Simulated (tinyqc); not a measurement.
Orbital energy against energy difference: ionisation energy by orbital energies and by energy differences in the 6-31g basis, for HF, spin multiplicity 1. Computed by the program tinyqc with PySCF. The cation is unrestricted; errors are against CCSD(T) in this basis, not against experiment.

Geometry (angstrom):
```
atom,x,y,z
F,0.0000,0.0000,0.0000
H,0.0000,0.0000,0.8330
```

CCSD(T) difference in the same basis = 15.6396 eV

IP-EOM-CCSD = 15.3357 eV

First vertical ionisation energy (eV):
```
method,-e(HOMO),E(cation) - E,error of -e(HOMO),error of the difference
HF,17.384,14.61766,1.744,-1.022
LDA,8.502,16.47416,-7.138,0.835
PBE,8.386,16.06848,-7.254,0.429
B3LYP,10.474,16.14392,-5.165,0.504
CAM-B3LYP,12.429,16.13436,-3.211,0.495
LC-wPBE,13.758,16.19447,-1.881,0.555
```

Estimate the missing row, method = PBE0.

Computed row:
```
method  -e(HOMO)  E(cation) - E  error of -e(HOMO)  error of the difference
PBE0      10.927       16.02688             -4.713                    0.387
```

Koopmans errs by +1.74 eV and Delta-HF by -1.02 eV: relaxation, 2.77 eV, lowers the value and the missing correlation difference works against it. The PBE level is off by -7.3 eV through the wrong tail of its potential, though its energy difference is off by +0.43 eV; exact exchange deepens the level, and among the orbital energies HF comes closest; among the differences PBE0 does.
